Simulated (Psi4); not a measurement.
Process, species as SMILES: P#N (N-P) + 3 [H][H] (H2) → N (NH3) + P (PH3)
B3LYP-D3(BJ)/def2-TZVP geometries, fixed; electronic energies without zero-point terms.

Effect of the grid (radial, spherical points) at M06-2X/cc-pV(T+d)Z with Psi4, against the last row, where the energy of full hydrogenation is -68.76 kcal/mol. Cost is core time over that of grid: 35, 110, rough, on shared machines of one kind.

```
setting         grid points, largest species  largest shift of a total energy (mEh)  shift of the energy of full hydrogenation (kcal/mol)  cost
--------------  ----------------------------  -------------------------------------  ----------------------------------------------------  ----
grid: 35, 110                          15221                                  8.269                                                -0.597    1×
grid: 50, 194                          38229                                  1.325                                                 0.087    1×
grid: 75, 302                          88133                                 -0.048                                                -0.016    2×
grid: 99, 590                         225883                                  0.002                                                -0.001    3×
grid: 150, 974                        563124                                  0.000                                                 0.000    7×
```

Within 0.1 kcal/mol in the energy of full hydrogenation: grid: 50, 194; grid: 75, 302; grid: 99, 590. The largest shift is 8.269 mEh in a total energy and 0.597 kcal/mol in the difference.
